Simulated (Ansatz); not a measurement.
CH₇BSi, singlet: a relaxation.

in.yaml

```yaml
crystal:
  periodic: [false, false, false]
  atoms:
    - {symbol: B, position_ang: [-0.394860, 0.341431, 0.737617]}
    - {symbol: Si, position_ang: [1.469357, 0.149964, 0.380804]}
    - {symbol: C, position_ang: [-0.989231, 0.075983, -0.724970]}
    - {symbol: H, position_ang: [-0.336904, -0.635103, -1.370393]}
    - {symbol: H, position_ang: [-1.006592, 1.036336, 1.515770]}
    - {symbol: H, position_ang: [-0.016722, -0.753125, 1.286472]}
    - {symbol: H, position_ang: [1.932953, 0.033683, -1.056732]}
    - {symbol: H, position_ang: [2.433701, -0.716419, 1.174170]}
    - {symbol: H, position_ang: [-1.916581, -0.491265, -0.638361]}
    - {symbol: H, position_ang: [-1.175220, 0.958616, -1.304477]}
basis:
  gaussian: {orbitals: def2-TZVP}
hamiltonian: {xc: pbe0, dispersion: d4}
relax: {f_tol: 0.005, max_steps: 200}
```

Command:

```bash
ansatz run in.yaml --threads 2 --pin off --events-out ev --progress --plain --max-ram 4352MiB
```

The run's output (Ansatz 0.2.0):

```
Functional definition: PBE0
  name "PBE0"
  cite "Adamo & Barone, J. Chem. Phys. 110, 6158 (1999) doi:10.1063/1.478522"
  cite "Perdew, Burke & Ernzerhof, Phys. Rev. Lett. 77, 3865 (1996) doi:10.1103/PhysRevLett.77.3865"
  parent pbe
  parameter a = 0.25
  parameter kappa = 0.804
  parameter beta = 0.06672455060314922
  exchange = (1 - a)*pbe_x(kappa = kappa, mu = beta*pi^2/3) + a*exact_x
  correlation = pbe_c(beta = beta)
925 factors; their error is unknown
mean field evaluation 1: about -9689.2451 eV, gradient 5.7e1 eV
mean field evaluation 2: about -9665.9991 eV, gradient 9.6e1 eV
mean field evaluation 4: about -9698.0499 eV, gradient 4.9e0 eV
mean field evaluation 8: about -9698.1281 eV, gradient 1.1e-1 eV
mean field evaluation 16: about -9698.1540 eV, gradient 1.9e-4 eV
mean field -9698.15395506 eV, -356.4005842035 hartree, gradient 1.4e-5 eV, S^2 0.000000; 0 other end points of the search recorded, 0 dependent functions left out
the calculation of the forces begins
reference -9698.15398754 eV, -356.4005853972 hartree; 16, 16 occupied and 125, 125 virtual orbitals, 925 factors
relax step   1: F+E_penalty+E_count = -9698.30087822 eV  Δ(F+E_penalty+E_count) = +0.000e0 eV  max|allowed force component| = 1.750e0 eV/Å  Δτ_max = 0.0000 Å  (28 SCF iters, accepted)
relax step   2: F+E_penalty+E_count = -9698.53882270 eV  Δ(F+E_penalty+E_count) = -2.379e-1 eV  max|allowed force component| = 6.374e-1 eV/Å  Δτ_max = 0.1947 Å  (29 SCF iters, accepted)
relax step   3: F+E_penalty+E_count = -9698.78251704 eV  Δ(F+E_penalty+E_count) = -2.437e-1 eV  max|allowed force component| = 6.020e-1 eV/Å  Δτ_max = 0.1951 Å  (29 SCF iters, accepted)
relax step   4: F+E_penalty+E_count = -9698.93365772 eV  Δ(F+E_penalty+E_count) = -1.511e-1 eV  max|allowed force component| = 6.077e-1 eV/Å  Δτ_max = 0.1953 Å  (28 SCF iters, accepted)
relax step   5: F+E_penalty+E_count = -9699.02982443 eV  Δ(F+E_penalty+E_count) = -9.617e-2 eV  max|allowed force component| = 5.520e-1 eV/Å  Δτ_max = 0.1934 Å  (28 SCF iters, accepted)
relax step   6: F+E_penalty+E_count = -9699.06015276 eV  Δ(F+E_penalty+E_count) = -3.033e-2 eV  max|allowed force component| = 7.024e-1 eV/Å  Δτ_max = 0.1994 Å  (27 SCF iters, accepted)
relax step   7: F+E_penalty+E_count = -9699.07713950 eV  Δ(F+E_penalty+E_count) = -1.699e-2 eV  max|allowed force component| = 2.172e-1 eV/Å  Δτ_max = 0.0994 Å  (29 SCF iters, accepted)
relax step   8: F+E_penalty+E_count = -9699.03024687 eV  Δ(F+E_penalty+E_count) = +4.689e-2 eV  max|allowed force component| = 6.196e-1 eV/Å  Δτ_max = 0.1492 Å  (27 SCF iters, rejected (line search))
relax step   9: F+E_penalty+E_count = -9699.08394592 eV  Δ(F+E_penalty+E_count) = -6.806e-3 eV  max|allowed force component| = 5.101e-2 eV/Å  Δτ_max = 0.0339 Å  (30 SCF iters, accepted)
relax step  10: F+E_penalty+E_count = -9699.08421868 eV  Δ(F+E_penalty+E_count) = -2.728e-4 eV  max|allowed force component| = 4.153e-2 eV/Å  Δτ_max = 0.0138 Å  (30 SCF iters, accepted)
relax step  11: F+E_penalty+E_count = -9699.08429223 eV  Δ(F+E_penalty+E_count) = -7.355e-5 eV  max|allowed force component| = 3.902e-2 eV/Å  Δτ_max = 0.0073 Å  (30 SCF iters, accepted)
relax step  12: F+E_penalty+E_count = -9699.08442470 eV  Δ(F+E_penalty+E_count) = -1.325e-4 eV  max|allowed force component| = 5.452e-3 eV/Å  Δτ_max = 0.0038 Å  (30 SCF iters, accepted)
relax step  13: F+E_penalty+E_count = -9699.08443531 eV  Δ(F+E_penalty+E_count) = -1.061e-5 eV  max|allowed force component| = 3.486e-3 eV/Å  Δτ_max = 0.0026 Å  (21 SCF iters, accepted)
Total energy: -9699.08446834 eV, -356.4347799358 hartree
Atom 0 at    -0.282149     0.333405     0.441637 Å, force     0.000087     0.003486    -0.000978 eV/Å
Atom 1 at     1.596152     0.029107     0.426813 Å, force    -0.001353    -0.001166     0.000217 eV/Å
Atom 2 at    -1.218504     0.158789    -0.812750 Å, force    -0.001737    -0.001979     0.000109 eV/Å
Atom 3 at    -0.744719    -0.317861    -1.673960 Å, force     0.000372     0.000131     0.000799 eV/Å
Atom 4 at    -0.686096     0.740335     1.494233 Å, force     0.000236    -0.001289    -0.000338 eV/Å
Atom 5 at     0.329024    -0.934127     0.791345 Å, force     0.002101    -0.001715     0.000337 eV/Å
Atom 6 at     2.288626    -0.735764    -0.645203 Å, force     0.000217     0.000384     0.000311 eV/Å
Atom 7 at     2.396192    -0.016580     1.677191 Å, force    -0.000319     0.000379    -0.000128 eV/Å
Atom 8 at    -2.122077    -0.407339    -0.566148 Å, force    -0.000096     0.001001     0.000114 eV/Å
Atom 9 at    -1.556547     1.150136    -1.133257 Å, force     0.000491     0.000768    -0.000442 eV/Å
Dipole moment:     0.206570    -0.035533    -0.071673 e Å

[the SCF lines of later steps are left out]
```

The lines “mean field evaluation” count trial sets of orbitals through the whole run, from several starts and some on an approximate energy, so they need not fall steadily or lie above the final value.

The run took about 36 s on 2 CPU threads of an Arm Neoverse V1 (shared host).
